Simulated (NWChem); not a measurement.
**Total energies of H2Si**

```xyz
3

Si     0.0000     0.0000     0.1341
H      1.0961     0.0000    -0.9390
H     -1.0961     0.0000    -0.9390
```
Charge 0, spin multiplicity 1.

The numbers come from NWChem runs, not from measurements. Structure: optimised with PBE0/def2-SVP, a minimum by its harmonic frequencies.

Basis set: def2-TZVP (49 functions).

```tsv
method	total energy (Ha)
RHF	-290.02562
MP2	-290.12794
B2PLYP	-290.48905
PBE	-290.45791
B3LYP	-290.64106
BLYP	-290.61465
CCSD(T)	-290.15996
```

Total energies of different functionals aren't comparable as a measure of quality: only differences taken within one method are. 

The correlated methods keep 5 core orbitals frozen. B3LYP has NWChem's definition, with VWN1-RPA local correlation. The structure started from a generated list of species. Coupled-cluster values serve here as a point of comparison, not as the truth.
